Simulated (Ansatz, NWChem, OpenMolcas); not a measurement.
Computed against measured: dipole moment

8 molecules of light elements (H to F); the dipole moment in D, computed less measured. Shapes, held fixed at every level: PBE0-D4/def2-TZVP. No vibrational averaging. Dipoles are compared by magnitude; molecules under 1 D, whose direction can flip, are left out. Programs: Ansatz 0.2.0, NWChem 7.3.0, OpenMolcas 26.06. A level may come from different programs for different species; with the same settings they agree closely. Measured values: NIST CCCBDB.

Levels: A = HF/3-21G; B = r2SCAN-D4/def2-TZVPP; C = B3LYP-D4/def2-TZVPP; D = wB97M-V/def2-TZVPP.

```
                 molecule  measured      A      B      C      D
   HF (hydrogen fluoride)      1.82  +0.34  +0.02  +0.03  +0.02
HNC (hydrogen isocyanide)      3.05  -0.22  +0.09  +0.03  +0.02
  NOF (nitrosyl fluoride)      1.81  -0.57  -0.48  -0.42  -0.36
              H2O (water)      1.85  +0.58  +0.08  +0.09  +0.09
        H2CO (SMILES C=O)      2.33  +0.26  -0.10  -0.02   0.00
         C2H2O (ethenone)      1.42  +0.31  -0.01  +0.03  -0.02
        CH2N2 (cyanamide)      4.32  +0.21  +0.39  +0.32  +0.30
   C2H4F2 (SMILES CC(F)F)      2.27  +0.32  -0.13  -0.07  -0.08
```

Question: Sum up the errors.

Answer: 
```json
{"level": "HF/3-21G", "kind": "Hartree–Fock", "mean error": "+0.154", "mean absolute error": "0.351", "worst case": "H2O"}
{"level": "r2SCAN-D4/def2-TZVPP", "kind": "meta-GGA", "mean error": "-0.017", "mean absolute error": "0.162", "worst case": "NOF"}
{"level": "B3LYP-D4/def2-TZVPP", "kind": "global hybrid", "mean error": "-0.001", "mean absolute error": "0.126", "worst case": "NOF"}
{"level": "wB97M-V/def2-TZVPP", "kind": "range-separated hybrid", "mean error": "-0.004", "mean absolute error": "0.111", "worst case": "NOF"}
```

On this set wB97M-V/def2-TZVPP has the smallest mean absolute error and HF/3-21G the largest. HF/3-21G is too high in 6 of 8. All levels miss NOF on one side, which points to its shape or to the tabulated value. The tabulated value of NOF is in doubt (older tables, estimates, or at odds with other calculations) and kept here. Over the 7 molecules whose values aren't doubted the mean absolute errors are A 0.320; B 0.117; C 0.084; D 0.076. The smallest two are near a tie. The set is small.
